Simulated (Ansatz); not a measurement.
# SiH+: geometry and frequencies at several levels

Aim: geometry and frequencies at several levels, for SiH+, with the cost of each level. Charge +1.

Method: the levels named in each step, in Ansatz 0.2.0.

### 1 The structure to begin with

Bond lengths: Si1–H2 1.502 Å.

As a file:

```xyz
2

Si    0.0000    0.0000    0.0000
H     0.0000    0.0000    1.5015
```

### 2 A rough first relaxation, PBE-D4/def2-SVP

This run stands in another session on the same molecule. It ended at:

```xyz
2

Si    0.0000    0.0000   -0.0202
H     0.0000    0.0000    1.5217
```

### 3 Relaxation, PBE0-D4/def2-TZVPP

This run stands in another session on the same molecule. It ended at:

```xyz
2

Si    0.0000    0.0000   -0.0085
H     0.0000    0.0000    1.5100
```

### 4 Frequencies, PBE0-D4/def2-TZVPP

Input file input.yaml:

```yaml
crystal:
  periodic: [false, false, false]
  atoms:
    - { symbol: Si, position_ang: [0.0, 0.0, -0.00847069] }
    - { symbol: H, position_ang: [0.0, 0.0, 1.51002069] }
total_charge: 1
basis:
  gaussian: { orbitals: def2-TZVPP }
hamiltonian:
  xc: pbe0
  dispersion: d4
phonons: {}
```

The run is started by

```
$ ansatz run input.yaml --threads 1 --pin off --max-ram 2560MiB --backend cpu --events-out ev --progress --plain --runs-dir out
```

Standard output, shortened:

```text
Warning: RAYON_NUM_THREADS=1 ignored (pool sized by the plan → 1); use --threads N
[...]
Functional definition: PBE0
[...]
350 factors; their error is unknown
[...]
mean field -7879.53778945 eV, -289.5676728198 hartree, gradient 4.4e-6 eV, S^2 0.000000; 0 other end points of the search recorded, 0 dependent functions left out
[...]
reference -7879.53781070 eV, -289.5676736005 hartree; 7, 7 occupied and 49, 49 virtual orbitals, 350 factors
[...]
350 factors; their error is unknown
[...]
mean field -7879.53778945 eV, -289.5676728199 hartree, gradient 1.2e-6 eV, S^2 0.000000; 0 other end points of the search recorded, 0 dependent functions left out
[...]
reference -7879.53781070 eV, -289.5676736006 hartree; 7, 7 occupied and 49, 49 virtual orbitals, 350 factors
[...]
350 factors; their error is unknown
mean field -7879.53778945 eV, -289.5676728199 hartree, gradient 1.2e-6 eV, S^2 0.000000; 0 other end points of the search recorded, 0 dependent functions left out
[...]
reference -7879.53781070 eV, -289.5676736006 hartree; 7, 7 occupied and 49, 49 virtual orbitals, 350 factors
[...]
350 factors; their error is unknown
[...]
mean field -7879.53778945 eV, -289.5676728199 hartree, gradient 1.2e-6 eV, S^2 0.000000; 0 other end points of the search recorded, 0 dependent functions left out
[...]
reference -7879.53781070 eV, -289.5676736006 hartree; 7, 7 occupied and 49, 49 virtual orbitals, 350 factors
[...]
350 factors; their error is unknown
[...]
reference -7879.53781070 eV, -289.5676736006 hartree; 7, 7 occupied and 49, 49 virtual orbitals, 350 factors
[...]
350 factors; their error is unknown
mean field -7879.53778945 eV, -289.5676728199 hartree, gradient 1.2e-6 eV, S^2 0.000000; 0 other end points of the search recorded, 0 dependent functions left out
[...]
reference -7879.53781070 eV, -289.5676736006 hartree; 7, 7 occupied and 49, 49 virtual orbitals, 350 factors
[...]
350 factors; their error is unknown
mean field -7879.53778945 eV, -289.5676728199 hartree, gradient 1.2e-6 eV, S^2 0.000000; 0 other end points of the search recorded, 0 dependent functions left out
[...]
reference -7879.53781070 eV, -289.5676736006 hartree; 7, 7 occupied and 49, 49 virtual orbitals, 350 factors
[...]
350 factors; their error is unknown
mean field -7879.53774196 eV, -289.5676710745 hartree, gradient 9.3e-7 eV, S^2 0.000000; 0 other end points of the search recorded, 0 dependent functions left out
[...]
reference -7879.53776321 eV, -289.5676718553 hartree; 7, 7 occupied and 49, 49 virtual orbitals, 350 factors
[...]
350 factors; their error is unknown
[...]
mean field -7879.53773588 eV, -289.5676708511 hartree, gradient 9.0e-7 eV, S^2 0.000000; 0 other end points of the search recorded, 0 dependent functions left out
[...]
reference -7879.53775712 eV, -289.5676716317 hartree; 7, 7 occupied and 49, 49 virtual orbitals, 350 factors
Total energy: -7879.54202550 eV, -289.5678284916 hartree
Atom 0 at     0.000000     0.000000    -0.008471 Å, force     0.000000    -0.000000    -0.000695 eV/Å
Atom 1 at     0.000000     0.000000     1.510021 Å, force    -0.000000     0.000000     0.000695 eV/Å
Dipole moment:    -0.000000     0.000000     0.048759 e Å
Vibrations: 2125.57 cm⁻¹, zero-point energy 0.131768 eV
```

It took 11 s on 1 thread of AMD EPYC (Zen 3), shared host; peak memory 0.099 GiB.

Harmonic frequencies (cm⁻¹; negative: imaginary): 2126.

### 5 Relaxation, PBE-D4/def2-TZVPP

Edit input.yaml of step 4 so:

```diff
@@ -9,4 +9,6 @@
 hamiltonian:
-  xc: pbe0
+  xc: pbe
   dispersion: d4
-phonons: {}
+relax:
+  f_tol: 0.002
+  max_steps: 150
```

The run is started by

```
$ ansatz run input.yaml --threads 1 --pin off --max-ram 2560MiB --backend cpu --events-out ev --progress --plain --runs-dir out
```

Standard output, shortened:

```text
Warning: RAYON_NUM_THREADS=1 ignored (pool sized by the plan → 1); use --threads N
[...]
Functional definition: PBE
[...]
347 factors; their error is unknown
[...]
mean field -7878.82499672 eV, -289.5414781700 hartree, gradient 3.0e-6 eV, S^2 0.000000; 0 other end points of the search recorded, 0 dependent functions left out
[...]
reference -7878.82502496 eV, -289.5414792080 hartree; 7, 7 occupied and 49, 49 virtual orbitals, 347 factors
relax step   1: F+E_penalty+E_count = -7878.83016785 eV  Δ(F+E_penalty+E_count) = +0.000e0 eV  max|allowed force component| = 2.204e-1 eV/Å  Δτ_max = 0.0000 Å  (21 SCF iters, accepted)
[...]
relax step   2: F+E_penalty+E_count = -7878.83160934 eV  Δ(F+E_penalty+E_count) = -1.441e-3 eV  max|allowed force component| = 5.863e-2 eV/Å  Δτ_max = 0.0052 Å  (25 SCF iters, accepted)
[...]
relax step   3: F+E_penalty+E_count = -7878.83172269 eV  Δ(F+E_penalty+E_count) = -1.133e-4 eV  max|allowed force component| = 4.470e-4 eV/Å  Δτ_max = 0.0019 Å  (25 SCF iters, accepted)
347 factors; their error is unknown
[...]
mean field -7878.82655900 eV, -289.5415355830 hartree, gradient 2.6e-5 eV, S^2 0.000000; 1 other end points of the search recorded, 0 dependent functions left out
[...]
reference -7878.82658728 eV, -289.5415366222 hartree; 7, 7 occupied and 49, 49 virtual orbitals, 347 factors
Total energy: -7878.83175097 eV, -289.5417263840 hartree
Atom 0 at     0.000000    -0.000000    -0.015583 Å, force     0.000000    -0.000000    -0.000447 eV/Å
Atom 1 at    -0.000000     0.000000     1.517133 Å, force    -0.000000     0.000000     0.000447 eV/Å
Dipole moment:    -0.000000    -0.000000     0.037592 e Å
```

Run time: 5.2 s. Hardware: 1 thread of AMD EPYC (Zen 3), shared host; peak memory 0.097 GiB.

Step by step:

```
step  energy from step 1 (eV)  largest force component (eV/Å)
   1                   0.0000                          0.2204
   2                  -0.0014                          0.0586
   3                  -0.0016                          0.0004
```

Step 1 is the start.

Before: Bond lengths: Si1–H2 1.518 Å.

After: Bond lengths: Si1–H2 1.533 Å.

### 6 Frequencies, PBE-D4/def2-TZVPP

Input file input.yaml:

```yaml
crystal:
  periodic: [false, false, false]
  atoms:
    - { symbol: Si, position_ang: [0.0, 0.0, -0.01558253] }
    - { symbol: H, position_ang: [0.0, 0.0, 1.51713253] }
total_charge: 1
basis:
  gaussian: { orbitals: def2-TZVPP }
hamiltonian:
  xc: pbe
  dispersion: d4
phonons: {}
```

The run is started by

```
$ ansatz run input.yaml --threads 1 --pin off --max-ram 2560MiB --backend cpu --events-out ev --progress --plain --runs-dir out
```

Standard output, shortened:

```text
Warning: RAYON_NUM_THREADS=1 ignored (pool sized by the plan → 1); use --threads N
[...]
[... 1 set-up line as earlier in the session ...]
[...]
347 factors; their error is unknown
[...]
mean field -7878.82655900 eV, -289.5415355830 hartree, gradient 3.2e-6 eV, S^2 0.000000; 0 other end points of the search recorded, 0 dependent functions left out
[...]
reference -7878.82658728 eV, -289.5415366222 hartree; 7, 7 occupied and 49, 49 virtual orbitals, 347 factors
[...]
347 factors; their error is unknown
[...]
mean field -7878.82655901 eV, -289.5415355830 hartree, gradient 9.1e-7 eV, S^2 0.000000; 0 other end points of the search recorded, 0 dependent functions left out
[...]
reference -7878.82658729 eV, -289.5415366223 hartree; 7, 7 occupied and 49, 49 virtual orbitals, 347 factors
[...]
347 factors; their error is unknown
[...]
reference -7878.82658729 eV, -289.5415366223 hartree; 7, 7 occupied and 49, 49 virtual orbitals, 347 factors
[...]
347 factors; their error is unknown
[...]
mean field -7878.82651459 eV, -289.5415339506 hartree, gradient 9.3e-7 eV, S^2 0.000000; 0 other end points of the search recorded, 0 dependent functions left out
[...]
reference -7878.82654287 eV, -289.5415349901 hartree; 7, 7 occupied and 49, 49 virtual orbitals, 347 factors
[...]
347 factors; their error is unknown
mean field -7878.82650964 eV, -289.5415337688 hartree, gradient 9.0e-7 eV, S^2 0.000000; 0 other end points of the search recorded, 0 dependent functions left out
[...]
reference -7878.82653791 eV, -289.5415348078 hartree; 7, 7 occupied and 49, 49 virtual orbitals, 347 factors
Total energy: -7878.83175097 eV, -289.5417263840 hartree
Atom 0 at     0.000000     0.000000    -0.015583 Å, force     0.000000    -0.000000    -0.000447 eV/Å
Atom 1 at     0.000000     0.000000     1.517133 Å, force    -0.000000     0.000000     0.000447 eV/Å
Dipole moment:    -0.000000     0.000000     0.037591 e Å
Vibrations: 2047.52 cm⁻¹, zero-point energy 0.126930 eV
```

It took 14 s on 1 thread of AMD EPYC (Zen 3), shared host; peak memory 0.094 GiB.

Harmonic frequencies (cm⁻¹; negative: imaginary): 2048.

### 7 Relaxation, r2SCAN-D4/def2-TZVPP

Input file input.yaml:

```yaml
crystal:
  periodic: [false, false, false]
  atoms:
    - { symbol: Si, position_ang: [0.0, 0.0, -0.00847069] }
    - { symbol: H, position_ang: [0.0, 0.0, 1.51002069] }
total_charge: 1
basis:
  gaussian: { orbitals: def2-TZVPP }
hamiltonian:
  xc: r2scan
  dispersion: d4
relax:
  f_tol: 0.002
  max_steps: 150
```

The run is started by

```
$ ansatz run input.yaml --threads 1 --pin off --max-ram 2560MiB --backend cpu --events-out ev --progress --plain --runs-dir out
```

Standard output, shortened:

```text
Warning: RAYON_NUM_THREADS=1 ignored (pool sized by the plan → 1); use --threads N
[...]
Functional definition: r2SCAN
[...]
347 factors; their error is unknown
[...]
mean field -7881.91182832 eV, -289.6549171390 hartree, gradient 9.2e-6 eV, S^2 0.000000; 0 other end points of the search recorded, 0 dependent functions left out
[...]
reference -7881.91183688 eV, -289.6549174538 hartree; 7, 7 occupied and 49, 49 virtual orbitals, 347 factors
relax step   1: F+E_penalty+E_count = -7881.91292773 eV  Δ(F+E_penalty+E_count) = +0.000e0 eV  max|allowed force component| = 2.768e-2 eV/Å  Δτ_max = 0.0000 Å  (23 SCF iters, accepted)
[...]
relax step   2: F+E_penalty+E_count = -7881.91295024 eV  Δ(F+E_penalty+E_count) = -2.252e-5 eV  max|allowed force component| = 6.859e-3 eV/Å  Δτ_max = 0.0007 Å  (20 SCF iters, accepted)
[...]
relax step   3: F+E_penalty+E_count = -7881.91295171 eV  Δ(F+E_penalty+E_count) = -1.468e-6 eV  max|allowed force component| = 4.084e-6 eV/Å  Δτ_max = 0.0002 Å  (17 SCF iters, accepted)
347 factors; their error is unknown
[...]
mean field -7881.91185211 eV, -289.6549180133 hartree, gradient 6.3e-5 eV, S^2 0.000000; 1 other end points of the search recorded, 0 dependent functions left out
[...]
reference -7881.91186067 eV, -289.6549183280 hartree; 7, 7 occupied and 49, 49 virtual orbitals, 347 factors
Total energy: -7881.91296027 eV, -289.6549587376 hartree
Atom 0 at    -0.000000     0.000000    -0.007605 Å, force    -0.000000    -0.000000    -0.000004 eV/Å
Atom 1 at     0.000000    -0.000000     1.509155 Å, force     0.000000     0.000000     0.000004 eV/Å
Dipole moment:     0.000000     0.000000     0.050525 e Å
```

Run time: 8.7 s. Hardware: 1 thread of AMD EPYC (Zen 3), shared host; peak memory 0.1 GiB.

The steps of the relaxation:

| step | E - E(step 1) (eV) | largest force component (eV/Å) |
| --- | --- | --- |
| 1 | 0.0000 | 0.0277 |
| 2 | 0.0000 | 0.0069 |
| 3 | 0.0000 | 0.0000 |

Step 1 is the start.

Before: Bond lengths: Si1–H2 1.518 Å.

After: Bond lengths: Si1–H2 1.517 Å.

### 8 Frequencies, r2SCAN-D4/def2-TZVPP

Input file input.yaml:

```yaml
crystal:
  periodic: [false, false, false]
  atoms:
    - { symbol: Si, position_ang: [0.0, 0.0, -0.00760511] }
    - { symbol: H, position_ang: [0.0, 0.0, 1.50915511] }
total_charge: 1
basis:
  gaussian: { orbitals: def2-TZVPP }
hamiltonian:
  xc: r2scan
  dispersion: d4
phonons: {}
```

The run is started by

```
$ ansatz run input.yaml --threads 1 --pin off --max-ram 2560MiB --backend cpu --events-out ev --progress --plain --runs-dir out
```

Standard output, shortened:

```text
Warning: RAYON_NUM_THREADS=1 ignored (pool sized by the plan → 1); use --threads N
[...]
[... 1 set-up line as earlier in the session ...]
[...]
347 factors; their error is unknown
[...]
mean field -7881.91185211 eV, -289.6549180133 hartree, gradient 9.2e-6 eV, S^2 0.000000; 0 other end points of the search recorded, 0 dependent functions left out
[...]
reference -7881.91186067 eV, -289.6549183280 hartree; 7, 7 occupied and 49, 49 virtual orbitals, 347 factors
[...]
347 factors; their error is unknown
[...]
mean field -7881.91185211 eV, -289.6549180133 hartree, gradient 2.3e-6 eV, S^2 0.000000; 0 other end points of the search recorded, 0 dependent functions left out
[...]
reference -7881.91186067 eV, -289.6549183280 hartree; 7, 7 occupied and 49, 49 virtual orbitals, 347 factors
[...]
347 factors; their error is unknown
[...]
reference -7881.91186067 eV, -289.6549183280 hartree; 7, 7 occupied and 49, 49 virtual orbitals, 347 factors
[...]
347 factors; their error is unknown
[...]
mean field -7881.91180242 eV, -289.6549161873 hartree, gradient 2.4e-6 eV, S^2 0.000000; 0 other end points of the search recorded, 0 dependent functions left out
[...]
reference -7881.91181099 eV, -289.6549165020 hartree; 7, 7 occupied and 49, 49 virtual orbitals, 347 factors
[...]
347 factors; their error is unknown
mean field -7881.91180147 eV, -289.6549161524 hartree, gradient 2.3e-6 eV, S^2 0.000000; 0 other end points of the search recorded, 0 dependent functions left out
[...]
reference -7881.91181003 eV, -289.6549164670 hartree; 7, 7 occupied and 49, 49 virtual orbitals, 347 factors
Total energy: -7881.91296027 eV, -289.6549587376 hartree
Atom 0 at     0.000000     0.000000    -0.007605 Å, force    -0.000000    -0.000000    -0.000005 eV/Å
Atom 1 at     0.000000     0.000000     1.509155 Å, force     0.000000     0.000000     0.000005 eV/Å
Dipole moment:     0.000000     0.000000     0.050525 e Å
Vibrations: 2117.96 cm⁻¹, zero-point energy 0.131297 eV
```

Wall time 20 s (1 thread of AMD EPYC (Zen 3), shared host); peak memory 0.098 GiB.

Harmonic frequencies (cm⁻¹; negative: imaginary): 2118.

[end of part 1 of 2]
